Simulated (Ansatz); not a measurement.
**Worked example: CH$_{3}$⁺, singlet against CH3, doublet**

Geometry (PBE0/def2-TZVP stationary point of a doublet), kept for both states:

```xyz
4

C     0.0000    0.0000    0.0000
H     1.0799    0.0140   -0.0003
H    -0.5521    0.9282   -0.0027
H    -0.5278   -0.9423    0.0031
```

Basis cc-pVTZ; Ansatz 0.2.0. Only valence electrons are correlated (noble-gas cores frozen). R marks a restricted (for open shells ROHF) determinant, U an unrestricted one.

Full CI isn't at hand for all of this; UCCSDT(Q) serves as the reference, and is uncertain by the last step of the cluster series or more.

```csv
level,"E(CH3, doublet) (hartree)","E(CH3⁺, singlet) (hartree)"
UHF,-39.577438,-39.247755
UMP2,-39.735625,-39.379474
UCCSD(T),-39.760974,-39.404192
PBE,-39.787621,-39.420172
r2SCAN,-39.828093,-39.456664
UCCSDT(Q),-39.761556,-39.404634
```

**Question.** Give the vertical gap, CH3⁺ singlet less CH3 doublet, at each level in eV (1 hartree = 27.2114 eV), and each error against UCCSDT(Q).

**Answer.** UCCSDT(Q): (-39.404634 − (-39.761556)) × 27.2114 = 9.712 eV (the reference)
r2SCAN: (-39.456664 − (-39.828093)) × 27.2114 = 10.107 eV, error 0.395 eV
PBE: (-39.420172 − (-39.787621)) × 27.2114 = 9.999 eV, error 0.287 eV
UCCSD(T): (-39.404192 − (-39.760974)) × 27.2114 = 9.709 eV, error -0.003 eV
UMP2: (-39.379474 − (-39.735625)) × 27.2114 = 9.691 eV, error -0.021 eV
UHF: (-39.247755 − (-39.577438)) × 27.2114 = 8.971 eV, error -0.741 eV

Total energies of functionals can't be set beside those of wave-function methods, since they hold the core's correlation and their own absolute errors; only the differences compare.

The reference still carries a basis error, for a change of charge of the order of 0.1 eV, so smaller errors of functionals can't be ranked.

Each level lands on the state that its own search finds. T1 diagnostics of restricted CCSD: 0.014 and 0.005.
